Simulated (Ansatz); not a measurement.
Born–Oppenheimer molecular dynamics of FH7Si2 (10 atoms, charge 0, multiplicity 1). It starts at the highest image of a converged band. Of that band: Neighbouring images differ by up to 1.3 eV, so the band resolves the path poorly. A vibrational analysis at the climbing image gives one clearly imaginary mode, 1167i cm⁻¹: a first-order saddle point.

Computed with UKS B3LYP-D4/def2-SVP (Ansatz 0.2.0).

| Quantity | Value |
| --- | --- |
| ensemble | NVE (velocity Verlet) |
| time step | 0.5 fs |
| steps asked | 200 |
| starting velocities drawn for | 100 K |
| seed | 9669 |

Frames 2.5 fs apart, positions in Å, forces in eV/Å.

Velocities at 20 fs (Å/ps):

```
Si -1.68 -6.02 1.58
F 4.30 6.83 0.31
H 5.31 8.24 -6.41
H 12.71 5.88 2.36
H -15.63 -0.46 -14.58
H 16.18 33.89 -3.09
Si -2.25 -1.24 -1.23
H 5.85 9.73 11.05
H 7.34 4.06 0.24
H -3.40 12.20 -5.17
```

```xyz
10
Properties=species:S:1:pos:R:3:forces:R:3 time_fs=20 energy_less_start_eV=-0.175 T=270
Si -0.866 0.403 -0.792 -0.58 -1.68 0.89
F 0.442 1.904 -0.561 1.67 0.24 1.21
H -0.643 0.663 -2.210 0.15 0.03 -0.51
H -1.880 1.289 -0.145 0.07 -0.16 -0.04
H -1.469 -1.014 -0.809 -0.01 0.44 0.05
H 0.895 1.256 0.094 -0.78 1.10 -1.13
Si 0.775 -0.741 0.874 -0.37 -0.19 -0.62
H -0.151 -1.085 1.983 -0.07 -0.09 0.06
H 1.132 -1.956 0.065 -0.02 0.11 0.19
H 2.047 -0.254 1.514 -0.05 0.18 -0.11
10
Properties=species:S:1:pos:R:3:forces:R:3 time_fs=22.5 energy_less_start_eV=-0.358 T=445
Si -0.871 0.387 -0.787 -0.34 -1.79 0.24
F 0.456 1.922 -0.558 0.89 1.55 -0.01
H -0.626 0.684 -2.235 0.07 -0.10 0.19
H -1.847 1.299 -0.140 -0.06 -0.08 0.02
H -1.509 -1.002 -0.844 -0.11 0.33 0.04
H 0.916 1.369 0.058 0.24 0.05 0.15
Si 0.769 -0.744 0.871 -0.59 0.07 -0.56
H -0.138 -1.064 2.012 0.00 -0.14 -0.05
H 1.150 -1.944 0.071 0.01 -0.10 0.16
H 2.037 -0.217 1.497 -0.11 0.22 -0.20
10
Properties=species:S:1:pos:R:3:forces:R:3 time_fs=25 energy_less_start_eV=-0.430 T=517
Si -0.876 0.366 -0.782 0.04 -1.44 -0.16
F 0.471 1.945 -0.556 -0.43 2.73 -1.59
H -0.605 0.698 -2.249 0.00 -0.22 0.66
H -1.818 1.304 -0.133 -0.14 -0.01 0.07
H -1.556 -0.972 -0.877 -0.27 -0.02 0.03
H 0.959 1.481 0.038 1.59 -1.14 1.75
Si 0.761 -0.747 0.866 -0.79 0.32 -0.45
H -0.125 -1.051 2.038 0.09 -0.16 -0.16
H 1.169 -1.938 0.086 0.05 -0.29 0.10
H 2.020 -0.168 1.468 -0.14 0.22 -0.24
10
Properties=species:S:1:pos:R:3:forces:R:3 time_fs=27.5 energy_less_start_eV=-0.625 T=705
Si -0.882 0.342 -0.777 0.26 -0.90 -0.01
F 0.487 1.975 -0.558 1.88 0.48 1.25
H -0.583 0.700 -2.227 0.02 -0.24 0.57
H -1.796 1.309 -0.123 -0.11 -0.04 0.06
H -1.618 -0.942 -0.908 -0.34 -0.29 0.03
H 1.070 1.545 0.094 -0.89 0.84 -1.08
Si 0.752 -0.750 0.860 -0.90 0.35 -0.55
H -0.107 -1.048 2.055 0.12 -0.16 -0.16
H 1.190 -1.949 0.108 0.08 -0.27 0.13
H 1.995 -0.106 1.425 -0.11 0.23 -0.24
10
Properties=species:S:1:pos:R:3:forces:R:3 time_fs=30 energy_less_start_eV=-0.812 T=885
Si -0.886 0.316 -0.772 -0.05 -0.99 0.61
F 0.508 2.008 -0.556 2.16 0.30 1.55
H -0.559 0.688 -2.173 0.16 -0.11 0.00
H -1.780 1.310 -0.110 0.01 -0.12 0.00
H -1.700 -0.928 -0.937 -0.20 -0.17 0.06
H 1.141 1.648 0.100 -1.24 0.85 -1.35
Si 0.741 -0.751 0.853 -0.83 0.24 -0.82
H -0.082 -1.054 2.062 0.07 -0.15 -0.05
H 1.216 -1.975 0.138 0.04 -0.05 0.22
H 1.963 -0.029 1.368 -0.12 0.20 -0.22
10
Properties=species:S:1:pos:R:3:forces:R:3 time_fs=32.5 energy_less_start_eV=-0.987 T=1055
Si -0.892 0.288 -0.765 -0.62 -1.41 1.17
F 0.535 2.042 -0.551 -0.91 1.62 -1.43
H -0.526 0.669 -2.119 0.32 0.04 -0.57
H -1.764 1.305 -0.096 0.11 -0.14 -0.04
H -1.793 -0.923 -0.962 0.13 0.16 0.10
H 1.156 1.794 0.043 1.77 -0.58 1.63
Si 0.729 -0.752 0.844 -0.58 0.18 -0.99
H -0.053 -1.068 2.067 -0.01 -0.11 0.09
H 1.244 -2.004 0.181 -0.02 0.17 0.25
H 1.923 0.058 1.298 -0.18 0.06 -0.20
10
Properties=species:S:1:pos:R:3:forces:R:3 time_fs=35 energy_less_start_eV=-1.186 T=1246
Si -0.898 0.258 -0.757 -0.80 -1.42 0.94
F 0.560 2.080 -0.548 0.58 0.82 0.09
H -0.475 0.652 -2.095 0.26 0.00 -0.45
H -1.743 1.292 -0.085 0.12 -0.07 -0.02
H -1.879 -0.909 -0.982 0.39 0.32 0.11
H 1.249 1.919 0.055 0.13 0.00 0.11
Si 0.715 -0.753 0.833 -0.46 0.19 -0.92
H -0.025 -1.089 2.077 -0.01 -0.01 0.12
H 1.272 -2.023 0.238 -0.01 0.26 0.16
H 1.873 0.149 1.216 -0.20 -0.08 -0.13
10
Properties=species:S:1:pos:R:3:forces:R:3 time_fs=37.5 energy_less_start_eV=-1.226 T=1286
Si -0.906 0.224 -0.746 -0.52 -1.05 0.15
F 0.587 2.122 -0.545 2.61 0.44 1.82
H -0.410 0.635 -2.096 -0.01 -0.20 0.18
H -1.714 1.276 -0.075 0.08 0.08 0.03
H -1.942 -0.878 -0.996 0.42 0.19 0.07
H 1.351 2.039 0.078 -2.05 0.18 -1.65
Si 0.700 -0.754 0.820 -0.45 0.25 -0.58
H 0.003 -1.111 2.093 0.04 0.14 0.02
H 1.299 -2.027 0.304 0.07 0.18 -0.03
H 1.812 0.235 1.127 -0.17 -0.21 -0.02
10
Properties=species:S:1:pos:R:3:forces:R:3 time_fs=40 energy_less_start_eV=-1.363 T=1416
Si -0.915 0.188 -0.735 -0.14 -0.55 -0.38
F 0.622 2.164 -0.538 0.02 0.58 -0.23
H -0.345 0.605 -2.088 -0.25 -0.31 0.60
H -1.682 1.264 -0.063 0.06 0.17 0.06
H -1.981 -0.837 -1.005 0.17 -0.16 -0.02
H 1.353 2.168 0.020 0.43 -0.04 0.35
Si 0.684 -0.753 0.806 -0.38 0.28 -0.16
H 0.033 -1.124 2.110 0.05 0.27 -0.10
H 1.330 -2.022 0.369 0.13 0.05 -0.22
H 1.740 0.309 1.036 -0.09 -0.30 0.09
10
Properties=species:S:1:pos:R:3:forces:R:3 time_fs=42.5 energy_less_start_eV=-1.352 T=1407
Si -0.924 0.150 -0.725 0.04 -0.06 -0.34
F 0.656 2.209 -0.531 -1.48 0.28 -1.24
H -0.293 0.558 -2.046 -0.27 -0.24 0.48
H -1.644 1.261 -0.048 0.11 0.12 0.02
H -2.011 -0.805 -1.016 -0.15 -0.47 -0.11
H 1.382 2.299 -0.018 1.82 0.18 1.32
Si 0.667 -0.753 0.791 -0.24 0.10 0.14
H 0.065 -1.121 2.122 0.00 0.33 -0.12
H 1.368 -2.012 0.421 0.11 0.04 -0.33
H 1.663 0.365 0.952 0.05 -0.28 0.19
10
Properties=species:S:1:pos:R:3:forces:R:3 time_fs=45 energy_less_start_eV=-1.337 T=1393
Si -0.934 0.113 -0.715 -0.31 0.09 0.07
F 0.687 2.254 -0.527 2.20 0.87 1.28
H -0.257 0.498 -1.978 -0.06 -0.03 -0.09
H -1.601 1.266 -0.032 0.14 -0.04 -0.07
H -2.048 -0.800 -1.032 -0.16 -0.44 -0.10
H 1.489 2.434 0.002 -1.97 -0.49 -1.27
Si 0.650 -0.752 0.777 0.04 -0.23 0.31
H 0.097 -1.100 2.126 -0.09 0.30 -0.03
H 1.413 -1.999 0.453 -0.01 0.15 -0.36
H 1.590 0.405 0.878 0.21 -0.17 0.24
10
Properties=species:S:1:pos:R:3:forces:R:3 time_fs=47.5 energy_less_start_eV=-1.364 T=1418
Si -0.944 0.075 -0.705 -0.98 -0.08 0.30
F 0.724 2.303 -0.520 1.09 0.66 0.52
H -0.224 0.436 -1.915 0.19 0.16 -0.64
H -1.550 1.267 -0.021 0.09 -0.16 -0.14
H -2.093 -0.820 -1.054 0.14 -0.12 0.03
H 1.503 2.544 -0.037 -0.92 -0.34 -0.55
Si 0.633 -0.751 0.763 0.42 -0.47 0.48
H 0.123 -1.061 2.129 -0.17 0.21 0.09
H 1.457 -1.977 0.465 -0.16 0.24 -0.34
H 1.528 0.435 0.818 0.28 -0.08 0.24
```

Of the whole run (100 fs, mean temperature of the second half 1283 K): The conserved energy stayed within 0.19 meV per atom of its start (net change -0.031 meV per atom), so the integration is sound. The kinetic energy rose, since the run started high on the potential surface and went downhill. It ends in pieces (FH + H6Si2), so much of that is their flight and rotation, not heat. A run of 0.1 ps of so small a system gives no equilibrium averages. The orbitals were unrestricted but ended closed-shell.

The run took 5.5 min on 2 threads of Intel(R) Xeon(R) Platinum 8488C (Sapphire Rapids), on a shared host, peak memory 0.23 GiB.
